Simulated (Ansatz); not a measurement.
**Si₂HO+ (quintet): the correlation ladder, cc-pVDZ**

An exercise on one series of results from a longer session: the logs are not shown, and one member is left open.

Method: cc-pVDZ, core rule «outside noble gas», up to 11 orbitals frozen; program: Ansatz 0.2.0, Gaussian basis.

The runs, in order: UHF; CCSD(T) on ROHF; CCSD(T) on UHF; BCCD(T) on ROHF; CISD; CCSDT(Q) on ROHF; CCSDT(Q) on UHF.

23 further runs of the same task are left out: 10 that didn't finish, 13 set aside as unsound or not needed.

## The system

The geometry is a PBE0/def2-TZVP stationary point (not a proven minimum) of the parent state, kept for this charge and spin.

4 atoms, charge 1, spin multiplicity 5.

Atoms are counted from 1 here; the program's logs count them from 0.

Bond lengths: O1–Si2 1.527 Å, Si2–Si3 2.295 Å, Si3–H4 1.497 Å. Angles: O1–Si2–Si3 130.0°, Si2–Si3–H4 136.1°.

Coordinates:

```xyz
4
charge 1, multiplicity 5
O     0.00000   -0.54204    1.84041
Si    0.00000    0.40729    0.64398
Si    0.00000   -0.05237   -1.60439
H     0.00000   -1.28575   -2.45233
```

Set-up of the first run:

The input, in.yaml:

```yaml
crystal:
  periodic: [false, false, false]
  atoms:
    - {symbol: O, position_ang: [0.000000, -0.542035, 1.840415]}
    - {symbol: Si, position_ang: [0.000000, 0.407289, 0.643977]}
    - {symbol: Si, position_ang: [0.000000, -0.052366, -1.604392]}
    - {symbol: H, position_ang: [0.000000, -1.285749, -2.452334]}
basis:
  gaussian: {orbitals: cc-pVDZ}
total_charge: 1
magnetization: {spin_polarized: true, initial_magnetization: 4}
hamiltonian: {xc: hf}
output: {orbitals: {seedname: orbitals}}
```

Started as:

```bash
$ ansatz run in.yaml --threads 1 --pin off --events-out ev --progress --plain --max-ram 2393MiB
```

Steps of the session up to this table: UHF; CCSD(T) on ROHF; CCSD(T) on UHF; BCCD(T) on ROHF; CISD; CCSDT(Q) on ROHF; CCSDT(Q) on UHF.

One of the session's tables, all rows but one given; the rest of the session is left out.

| method | from UCCSDT(Q) (kJ/mol) |
| --- | --- |
| ROHF | +806.7 |
| UHF | +785.0 |
| RMP2 | +130.8 |
| UMP2 | +132.7 |
| CISD | ? |
| RCCSD | +30.1 |
| UCCSD | +29.5 |
| RCCSD(T) | +7.1 |
| UCCSD(T) | +7.1 |
| BCCD(T) | +7.0 |
| RCCSDT | +2.1 |
| UCCSDT | +1.9 |
| RCCSDT(Q) | +0.3 |
| UCCSDT(Q) | 0 |

Estimate the missing values for CISD.

As computed: from UCCSDT(Q) (kJ/mol): +98.0. In the column «from UCCSDT(Q) (kJ/mol)» it lies between RCCSD (+30.1) and RMP2 (+130.8).

To keep in mind: Restricted and unrestricted rows rest on different reference determinants; where their highest levels disagree by more than a few hundredths of an eV, they describe different states and don't form one ladder.
